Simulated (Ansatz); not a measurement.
# Worked example: H$_{2}$Si–N⁺, quintet against H₂Si–N, quartet

Geometry (PBE0/def2-TZVP stationary point of a quartet), kept for both states (H2Si–N, quartet: B2; H2Si–N⁺, quintet: B2):

| atom | x (Å) | y (Å) | z (Å) |
| --- | --- | --- | --- |
| Si | 0.0000 | 0.0000 | 0.5558 |
| N | 0.0000 | 0.0000 | -1.2927 |
| H | 0.0000 | 1.3020 | 1.2391 |
| H | 0.0000 | -1.3020 | 1.2391 |

Basis cc-pVDZ; Ansatz 0.2.0. Only valence electrons are correlated (noble-gas cores frozen). R marks a restricted (for open shells ROHF) determinant, U an unrestricted one.

Full CI isn't at hand for all of this; UCCSDT(Q) serves as the reference, and is uncertain by about the last step of the cluster series.

```json
{"level": "UHF", "E(H2Si–N, quartet) (hartree)": "-344.412826", "E(H2Si–N⁺, quintet) (hartree)": "-344.053041"}
{"level": "UMP2", "E(H2Si–N, quartet) (hartree)": "-344.592413", "E(H2Si–N⁺, quintet) (hartree)": "-344.196199"}
{"level": "UCCSD(T)", "E(H2Si–N, quartet) (hartree)": "-344.636152", "E(H2Si–N⁺, quintet) (hartree)": "-344.239554"}
{"level": "PBE", "E(H2Si–N, quartet) (hartree)": "-345.023089", "E(H2Si–N⁺, quintet) (hartree)": "-344.609980"}
{"level": "wB97M-V", "E(H2Si–N, quartet) (hartree)": "-345.193935", "E(H2Si–N⁺, quintet) (hartree)": "-344.782106"}
{"level": "UCCSDT(Q)", "E(H2Si–N, quartet) (hartree)": "-344.637735", "E(H2Si–N⁺, quintet) (hartree)": "-344.240837"}
```

Problem. Give the vertical gap, H2Si–N⁺ quintet less H2Si–N quartet, at each level in eV (1 hartree = 27.2114 eV), and each error against UCCSDT(Q).

Solution. UCCSDT(Q): (-344.240837 − (-344.637735)) × 27.2114 = 10.800 eV (the reference)
wB97M-V: (-344.782106 − (-345.193935)) × 27.2114 = 11.206 eV, error 0.406 eV
PBE: (-344.609980 − (-345.023089)) × 27.2114 = 11.241 eV, error 0.441 eV
UCCSD(T): (-344.239554 − (-344.636152)) × 27.2114 = 10.792 eV, error -0.008 eV
UMP2: (-344.196199 − (-344.592413)) × 27.2114 = 10.782 eV, error -0.018 eV
UHF: (-344.053041 − (-344.412826)) × 27.2114 = 9.790 eV, error -1.010 eV

Total energies of functionals can't be set beside those of wave-function methods, since they hold the core's correlation and their own absolute errors; only the differences compare.

In so small a basis the reference is far from its limit while semilocal and hybrid functionals are nearer theirs, so the functionals' errors here hold much of the reference's basis and frozen-core error, which can add to them or hide them.

Each level lands on the state that its own search finds. T1 diagnostics of restricted CCSD: 0.021 and 0.027.
